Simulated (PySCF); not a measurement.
SMILES S, B3LYP/def2-SVP optimised geometry. Atoms within 1.6 Å of the plane z = 0.8 Å (x, y, z in Å): S1 (-0.65, -0.68, 0.00), H2 (0.70, -0.68, 0.00), H3 (-0.70, 0.68, 0.00).

Method: B3LYP/def2-TZVP (PySCF).

Map of the electrostatic potential (hartree/e), clipped to [-0.08, 0.12] on the plane z = 0.8 Å:

```
|.........................|
|.......::::::............|
|......:::::::::..........|
|.....:::::::::::.........|
|....:::::::::::::........|
|....:::-----::::::.......|
|...:::--===--::::::......|
|...:::-=+++=--::::::.....|
|...:::-=*#*+=-:::::::....|
|...::--+*##+=-::::::::...|
|...::-=+#%%*+--::::::::..|
|...::-+#@@@@*+----:::::..|
|...::=#@@@@@@#+==---::::.|
|....-+@@@@@@@@**+==-::::.|
| ...:+@@@@@@@@%#*+=--:::.|
|   .:+@@@@@@@@%##+=--:::.|
|    .-%@@@@@@@#**+=-::::.|
|     :=@@@@@@#++==--::::.|
|     .:=%@@@#+=----::::..|
|       :-+++=--:::::::...|
|        .::-:::::::::....|
|         ...::::::.......|
|          ...............|
|           ..............|
|           ..............|
```
Scale: ten equal steps from -0.015 (start of ' ') to 0.120 (end of '@'), in the order ' .:-=+*#%@'; x runs from -3.00 to 3.00, y from -3.00 (bottom) to 3.00 (top).
